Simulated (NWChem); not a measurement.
# Spin states of NO

SMILES: O=[N]
```xyz
2

N      0.0000     0.0000     0.6093
O      0.0000     0.0000    -0.5331
```
Charge 0, spin multiplicity 2.

Program: NWChem. The geometry was optimised at UPBE0/def2-SVP, a minimum by its harmonic frequencies.

Basis set: def2-TZVP. The gap is E(quartet) − E(doublet) at the geometry of the doublet, so a negative value puts the higher spin lower. Open shells are unrestricted. The quartet is the single determinant that the SCF runs reached, with unpaired electrons in orbitals of symmetry a1 and b1 and b2 (C2v labels); it need not be the lowest quartet, which in molecules with degenerate π orbitals can need several determinants.

B3LYP has NWChem's definition, with VWN1-RPA local correlation. The structure started from a generated list of species. The unpaired electrons of the parent sit in orbitals of symmetry b1 (C2v labels of the run); other states weren't searched. The stability of the SCF solutions was not checked. Open-shell Hartree-Fock references start from PBE0 orbitals.

Task: For the vertical doublet-quartet gap, PBE gives 141.7 kcal/mol and B3LYP gives 142.8 kcal/mol. What do r2SCAN, M06-2X, HF give?

Result: r2SCAN: 136.3 kcal/mol; M06-2X: 143.2 kcal/mol; HF: 119.0 kcal/mol.
